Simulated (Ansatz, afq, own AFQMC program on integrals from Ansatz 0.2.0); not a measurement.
# Where AFQMC and coupled cluster stand for SiC, triplet

```yaml
atoms:
  - { symbol: Si, position_ang: [0.0000, 0.0000, 0.0000] }
  - { symbol: C, position_ang: [0.0000, 0.0000, 1.8590] }
```

Basis 6-31G. Noble-gas cores (and the filled d shells of Ga–Kr and In–Xe) are frozen. Integrals, coupled cluster, full CI and functionals: Ansatz 0.2.0; the random walks run on the same integrals in our own AFQMC program. ph-AFQMC/CISD is guided by a CISD state made of CCSD amplitudes; releasing the constraint for a short imaginary time cuts its bias at the price of noise, slowly where states lie close. Error bars are statistical, one sigma.

Determinant: UHF, the one that the program's search chose, which needn't be the lowest solution. The geometry is a point of a scan.

Full CI on the same integrals is exact in this basis and with this determinant's frozen core.

Cautions: lower spins were not checked; strong correlation (T1 0.102, weight of the determinant 0.71, largest double 0.22); unrestricted determinant spin contaminated (⟨S²⟩ 2.69 against 2.00).

```
T1 diagnostic                               : 0.1023
weight of the determinant in the CISD state : 0.711
⟨S²⟩ of the determinant                     : 2.693
size of the correlated space                : 8 electrons in 16 orbitals
```

```
  level  correlation energy (eV)
    MP2                  -1.7844
   CCSD                  -2.8499
CCSD(T)                  -2.9763
```

**Question.** Estimate where phaseless AFQMC with a CISD trial lies against CCSD(T) on the same integrals.

**Answer.** 4.7 ± 0.4 kJ/mol below CCSD(T).

Reference: full CI, correlation energy -3.068 eV. The released energy is read at 2.40 1/Eh (meV from the phaseless value at times in 1/Eh: -7 ± 5 at 0.24, -8 ± 6 at 0.51, -26 ± 5 at 0.99, -34 ± 3 at 1.62, -35 ± 4 at 2.40). The cautions show a poor starting determinant, so the rows tell how each method copes with it here, and full CI is the sure value.

| level | E − E(reference) (kJ/mol) | share of correlation (%) |
| --- | --- | --- |
| CCSD(T) | 8.8 | 97.02 |
| CCSDT | 3.6 | 98.78 |
| CCSDT(Q) | 1.3 | 99.56 |
| CCSDTQ | 0.5 | 99.84 |
| ph-AFQMC/HF | -0.4 ± 2.1 | 100.12 |
| ph-AFQMC/CISD | 4.1 ± 0.4 | 98.61 |
| released AFQMC | 0.8 ± 0.4 | 99.74 |

CCSDT and higher add their correlation energy to the determinant of the CCSD(T) run, since their own runs factorise the integrals more tightly (a shift of under 2 meV). A walk keeps the symmetry of its determinant, which the program's search chose and which needn't be the lowest solution, so a lower state of the same spin and another symmetry isn't excluded. Released energies are given only where the last usable release times agree within the noise; a slower fall can still hide under it.
